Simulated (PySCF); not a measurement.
**Argon: a sound run and one with changed settings**

Sound run: Ar [Ar], Ar+ [Ne] 3s2 3p5. Calculation: PySCF 2.14, in 6-31G*; the non-relativistic Hamiltonian (point nucleus). The sound run starts from symmetry-adapted Hartree-Fock orbitals and uses a fine grid where one is needed.

A second run was set up differently.

```csv
species,method,sound run (hartree),changed run (hartree),converged
Ar,UHF,-526.77215,-526.77215,yes
Ar,MN15,-527.39110,-527.39110,yes
Ar,M06-L,-527.49551,-527.49551,yes
Ar+,UHF,-526.23345,-526.23345,yes
Ar+,MN15,-526.81002,-526.79914,yes
Ar+,M06-L,-526.91024,-526.94971,no
```

Ionisation energy of Ar:

| method | sound run (eV) | changed run (eV) |
| --- | --- | --- |
| UHF | 14.659 | 14.659 |
| MN15 | 15.812 | 16.108 |

Question: What was changed?
A. too few SCF iterations
B. level shift left on
C. angular grid far too coarse
D. a valence shell is frozen

Answer: C. It used 6 angular points. A coarse angular grid integrates products of high-l functions wrongly, so density functionals can shift, and the SCF can exploit the error; Hartree-Fock and MP2 need no grid.
